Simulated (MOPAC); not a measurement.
# C3H5Cl2 (SMILES [CH2]C(Cl)CCl) at PM6-DH2X (COSMO acetonitrile)

Wanted: a structure relaxation of C3H5Cl2. The job is set up through an ASE script.

The results are computed with MOPAC 23.2.5.

8 further runs of the same task are left out: 4 that didn't finish, 4 set aside as unsound or not needed.

### Step 1. The structure to begin with

C3H5Cl2: 10 atoms, total charge 0, spin state doublet. As SMILES, `[CH2]C(Cl)CCl`. Geometry: relaxed at GFN2-xTB. This is one conformer, not always the lowest. The run starts from this shape.

Bond lengths: C1–C2 1.425 Å, C2–Cl3 1.932 Å, C2–C4 1.511 Å, C4–Cl5 1.786 Å, C1–H6 1.073 Å, C1–H7 1.074 Å, C2–H8 1.089 Å, C4–H9 1.089 Å, C4–H10 1.090 Å. Some angles: C1–C2–Cl3 106.7°, C1–C2–C4 116.4°, Cl3–C2–C4 103.6°, C2–C4–Cl5 108.6°, C1–C2–H8 114.4°, Cl3–C2–H8 100.9°, C4–C2–H8 112.7°, C2–C1–H6 120.5°, C2–C1–H7 120.4°, C2–C4–H9 111.7°.

### Step 2. A structure relaxation at PM6-DH2X (COSMO acetonitrile)

Input file mopac_ase.py:

```python
from ase.calculators.mopac import MOPAC
from ase.optimize import BFGS
from ase import Atoms

mol = Atoms(
    ['C', 'C', 'Cl', 'C', 'Cl', 'H', 'H', 'H', 'H', 'H'],
    positions=[
        [-0.412690, -0.479310, 1.246770],
        [-0.106050, -0.508130, -0.144130],
        [1.484540, -1.587600, -0.340050],
        [0.279240, 0.809240, -0.775740],
        [-1.169710, 1.851210, -0.851910],
        [-0.944730, -1.291310, 1.704270],
        [0.021080, 0.268960, 1.884090],
        [-0.814450, -1.072830, -0.749070],
        [0.637130, 0.677500, -1.795750],
        [1.025650, 1.332270, -0.178470],
    ],
)
calc = MOPAC(label="job", method="PM6-DH2X", task="1SCF GRADIENTS EPS=35.7 AUX(PRECISION=9) THREADS=1 UHF DOUBLET")
mol.calc = calc
opt = BFGS(mol, trajectory="opt.traj")
done = opt.run(fmax=0.05, steps=80)
print("converged:", done)
energy = mol.get_potential_energy()
print(f"heat of formation: {energy:.6f} eV")
print("heat of formation (kcal/mol): %.4f" % (calc.get_final_heat_of_formation() / 0.0433641153))
print("final positions (A):")
for atom in mol:
    print(f"{atom.symbol:2s} {atom.x:11.6f} {atom.y:11.6f} {atom.z:11.6f}")
```

The run is started by

```console
$ export ASE_MOPAC_COMMAND="mopac PREFIX.mop > /dev/null 2>&1"
$ python mopac_ase.py
```

What values should one expect? Wanted: total energy at the end; dipole moment; HOMO energy; dispersion energy; heat of formation; ⟨S²⟩.

**Answer.** As computed:

Level: PM6-DH2X (COSMO acetonitrile).

```
                  quantity          value
   total energy at the end   -34.69452 Eh
             dipole moment         0.53 D
HOMO energy (over α and β)      -10.07 eV
         dispersion energy   -2.68 kJ/mol
         heat of formation  -9.5 kcal/mol
                      ⟨S²⟩          0.758
```

What this shows: At the final geometry: Bond lengths: C1–C2 1.460 Å, C2–Cl3 1.848 Å, C2–C4 1.521 Å, C4–Cl5 1.797 Å, C1–H6 1.074 Å, C1–H7 1.073 Å, C2–H8 1.121 Å, C4–H9 1.111 Å, C4–H10 1.110 Å. Some angles: C1–C2–Cl3 105.0°, C1–C2–C4 115.5°, Cl3–C2–C4 105.0°, C2–C4–Cl5 108.0°, C1–C2–H8 113.2°, Cl3–C2–H8 105.3°, C4–C2–H8 111.7°, C2–C1–H6 121.1°, C2–C1–H7 121.8°, C2–C4–H9 112.6°. The optimisation stopped short of its gradient threshold. The optimisation took 11 steps and changed the energy by -0.112 eV.
